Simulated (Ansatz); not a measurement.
C$_{3}$H$_{5}$NO, SMILES `COC=C=N` at its PBE0-D4/def2-TZVP geometry, where that method's forces vanish. Total charge 0; spin multiplicity 1.

```xyz
10

C    -0.3727   -0.9342    1.4327
O    -0.8289   -0.0179    0.4592
C     0.1948    0.6633   -0.1437
C     0.3449    0.6609   -1.4463
N     0.5585    0.6034   -2.6476
H    -1.2575   -1.3806    1.8858
H     0.2440   -1.7180    0.9801
H     0.2124   -0.4263    2.2095
H     0.8560    1.2619    0.4783
H     0.0486    1.2876   -3.2081
```

Q: What forces (eV/Å) does B3LYP-D4/def2-TZVPP give on these atoms in Ansatz? (Estimate.)

A: Ansatz gave: 
```
C1   0.034 -0.271  0.279
O2  -0.251  0.039 -0.049
C3   0.254  0.248 -0.122
C4  -0.002 -0.003  0.106
N5   0.001  0.013 -0.133
H6   0.055  0.014 -0.014
H7  -0.027  0.031  0.030
H8  -0.025 -0.030 -0.031
H9  -0.046 -0.039 -0.021
H10  0.007 -0.003 -0.044
```

B3LYP here is the variant with VWN-RPA as its local correlation; programs differ in this.
